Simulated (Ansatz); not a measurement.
## Scan of [GeH3···H···NH], triplet

Starting geometry:

```xyz
7

Ge   -0.5412    0.0110    0.0000
H    -1.0527    1.4576    0.0000
H    -1.0527   -0.7123    1.2528
H    -1.0527   -0.7123   -1.2528
H     0.9931    0.0110    0.0000
N     2.7458    0.0110    0.0000
H     3.0148   -0.9932    0.0000
```

From there H5 is moved from one fragment to the other while all else, the fragments' distance too, stays fixed, so the hump isn't the reaction's barrier; atoms are numbered as listed. Energies are in eV, counted from the starting geometry at the same level. Kohn–Sham curves are unrestricted where that lies lower.

Basis cc-pVDZ; Ansatz 0.2.0. Only valence electrons are correlated (noble-gas cores and the filled d shells of p-block atoms frozen). R marks a restricted (for open shells ROHF) determinant, U an unrestricted one. No spin–orbit coupling is included, and no scalar relativity.

Full CI isn't at hand for all of this; UCCSDT(Q) serves as the reference, and is uncertain by about the last step of the cluster series. The frozen core follows each run's orbitals, which can shift R against U totals by a few meV for light atoms and by up to 0.1 eV past Ca.

| distance Ge1-H5 (Å) | UCCSDT(Q) | curve A | curve B | curve C | curve D |
| --- | --- | --- | --- | --- | --- |
| 1.534 | 0.000 | 0.000 | 0.000 | 0.000 | 0.000 |
| 1.636 | 0.089 | 0.092 | 0.022 | 0.111 | 0.071 |
| 1.840 | 0.332 | 0.344 | 0.118 | 0.425 | 0.239 |
| 2.043 | 0.092 | 0.104 | -0.126 | 0.107 | -0.005 |
| 2.247 | -0.287 | -0.282 | -0.419 | -0.387 | -0.323 |

**Question.** The curves come from B3LYP, BCCD(T), RPA-PBE, UMP2. Compare each with UCCSDT(Q) and say which is which.

**Answer.** A: BCCD(T), B: B3LYP, C: UMP2, D: RPA-PBE. Spread of the error against UCCSDT(Q), over the points where both stand: A 0.012, B 0.218, C 0.192, D 0.097 eV. 

In so small a basis the reference is far from its limit while semilocal and hybrid functionals are nearer theirs (RPA and double hybrids share much of the reference's basis error), so the functionals' errors here hold much of the reference's basis and frozen-core error, which can add to them or hide them.
